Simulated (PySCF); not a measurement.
PySCF input for water (H2O), SMILES O, PBE-D3(BJ)/def2-TZVPD. Geometry optimised at PBE-D3(BJ)/def2-TZVPD.

```python
import numpy as np
from pyscf import gto, scf, dft, df
from pyscf.hessian import thermo

mol = gto.M(
    atom='''
    O     0.00000000    0.00000000   -0.11939939
    H     0.00000000   -0.76679931    0.47759755
    H     0.00000000    0.76679930    0.47759756
    ''',
    basis='def2-TZVPD',
    charge=0,
    spin=0,
    max_memory=1600,
    verbose=3,
)
mf = dft.RKS(mol, xc='pbe').density_fit(auxbasis='def2-universal-jkfit')
mf.disp = 'd3bj'
mf.grids.level = 3
mf.conv_tol = 1e-11
mf.max_cycle = 100
mf.kernel()

# [left out here: the lines that compute and print the analytic Hessian (its translational invariance restored by hand, since the grid's response is missing), thermochemistry and intensities]
```

Program output:

```
converged SCF energy = -76.3816673211548

WARN: DFTD3 does not support analytical Hessian, using finite difference


WARN: Mole.unit (angstrom) is changed to Bohr

Mode                                 0                   1                   2
Irrep
Freq [cm^-1]                     1590.3684           3690.2070           3794.1423
Reduced mass [au]                   1.0833              1.0449              1.0817
Force const [Dyne/A]                1.6144              8.3836              9.1748
Char temp [K]                    2288.1861           5309.3863           5458.9260
Normal mode                   x     y     z       x     y     z       x     y     z
       0   O                -0.00  0.00  0.07   -0.00  0.00 -0.05   -0.00  0.07  0.00
       1   H                 0.00 -0.41 -0.54    0.00 -0.57  0.39    0.00 -0.54  0.42
       2   H                 0.00  0.41 -0.54    0.00  0.57  0.39   -0.00 -0.54 -0.42
temperature 298.1500 [K]
pressure 101325.00 [Pa]
Rotational constants [GHz] 791.99763 426.34704 277.15133
Symmetry number 2
Zero-point energy (ZPE) 0.02067 [Eh]   54278.866 [J/mol]
                           tot       elec      trans        rot        vib
Entropy [J/mol/K]       188.933      0.000    144.804     44.096      0.034
Cv [J/mol/K]             25.171      0.000     12.472     12.472      0.228
Cp [J/mol/K]             33.486      0.000     20.786     12.472      0.228
Internal energy [J/mol]                      3718.434   3718.434  54287.708
Internal energy [Eh]   -76.35816  -76.38167
Enthalpy [J/mol]                             6197.391   3718.434  54287.708
Enthalpy [Eh]          -76.35721
Gibbs free energy [J/mol]                  -36975.931  -9428.691  54277.714
Gibbs free energy [Eh] -76.37867
mode   freq/cm-1   IR/(km/mol)
   1     1590.37        69.739
   2     3690.21         1.737
   3     3794.14        49.863
max |gradient| / (hartree/bohr): 4.088092500917235e-05
APT charges: [-0.4731  0.2365  0.2365]
```

The calculation finished and met its thresholds.

Cost: very roughly 7 core-seconds.
